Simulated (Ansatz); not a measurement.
**Antiferromagnetic bcc Cr**

All values below come from revPBE (plane waves, PAW; Ansatz, a quantum-chemistry and plane-wave program).

Run with plane-wave cutoff 520 eV, 20×20×20 k mesh, Fermi–Dirac smearing 0.05 eV, spin-polarised with opposed moments, scalar-relativistic PAW data made under PBE.

Cell: relaxed at this level.

```
Quantity                                                Result
-----------------------------------------------  -------------
equilibrium volume per atom                      12.11 Å³/atom
bulk modulus B0                                        151 GPa
band gap                                         zero (no gap)
magnetic moment (largest site, within a sphere)        1.31 μB
lattice parameter a                                    2.893 Å
pressure derivative B′ of the bulk modulus                 7.0
```

Measured, for comparison: equilibrium volume per atom 11.91 Å³/atom, lattice constant a 2.877 Å (corrected for temperature and zero-point phonon effects; as tabulated in Levämäki et al. (2014), arXiv:1402.3671); bulk modulus 194 GPa (corrected for temperature and zero-point phonon effects, our sources range from 174 to 205; as tabulated in Levämäki et al. (2014), arXiv:1402.3671). Computed (rounded) less measured: equilibrium volume per atom +1.7 %, bulk modulus not scored (sources differ), lattice constant a +0.6 %.

Note: the commensurate order stands in for chromium's spin-density wave, and the size of the moments varies much between levels; the collinear magnetic order is the start's and need not be the measured one.

Moments are spin moments.

The result took around 2.2 core-minutes (rough).
